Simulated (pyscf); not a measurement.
Substitution at C: `[CH3][CH2][F]` + `[H]` [doublet] → `[CH4]` + `[CH2][F]` [doublet]

Gas phase, doublet surface, charge 0. Bonds broken: C1–C2. Bonds formed: C1–H9. Structures and frequencies: ωB97X-D3(BJ)/def2-SVP in PySCF.

Transition state (Å):

```xyz
9

C     -1.2647     0.6756    -0.2283
C      0.1009    -0.3213    -0.5059
F     -0.2417    -1.6382    -0.4287
H     -1.8912    -0.1903    -0.7234
H     -1.5000     0.6076     0.8443
H     -2.0479     1.4326    -0.6491
H      0.8443    -0.0752     0.2699
H      0.4775    -0.0904    -1.5151
H     -0.4627     1.5802    -0.3032
```

One imaginary mode, 903i cm⁻¹; descent along it reached the two sides named.

```json
[
 {"bond": "C1–C2", "change": "breaks", "reactant side (Å)": "1.514", "saddle": "1.713", "product side": "3.6"},
 {"bond": "C1–H9", "change": "forms", "reactant side (Å)": "3.8", "saddle": "1.211", "product side": "1.100"}
]
```

Electronic energies relative to the separated reactants (eV):

| level | barrier | reaction energy | reverse barrier |
|---|---|---|---|
| ωB97X-D3(BJ)/def2-TZVP | 2.13 | -0.54 | 2.67 |
| PBE/def2-TZVP | 1.70 | -0.57 | 2.27 |
| r²SCAN/def2-TZVP | 1.77 | -0.72 | 2.48 |
| B3LYP-D3(BJ)/def2-TZVP | 1.88 | -0.72 | 2.60 |
| PBE0-D3(BJ)/def2-TZVP | 1.92 | -0.53 | 2.45 |
| M06-2X/def2-TZVP | 2.10 | -0.53 | 2.62 |
| ωB97M-D3(BJ)/def2-TZVP | 2.05 | -0.57 | 2.62 |
| HF/def2-TZVP | 3.05 | -0.67 | 3.72 |

With ωB97M-D3(BJ)/def2-TZVP energies and thermal terms (ideal gas, 1 atm, RRHO with modes under 100 cm⁻¹ raised to 100, one conformer, R ln 2 for chiral ones without a mode under 150 cm⁻¹), in eV:

```tsv
T (K)	ΔH‡	ΔG‡	ΔH	ΔG
298	1.98	2.26	-0.52	-0.65
600	1.96	2.56	-0.54	-0.78
900	1.94	2.86	-0.59	-0.90
1200	1.94	3.17	-0.64	-0.99
```

The same reactants have a lower exit, to •H₂C–CH₃ + HF (barrier +1.29 eV at ωB97M-D3(BJ)/def2-TZVP, against +2.05 eV here). This is the saddle that the search found; another between the same sides may lie lower. The angle at the attacked C is 84°: a side-on saddle, likely not the lowest.
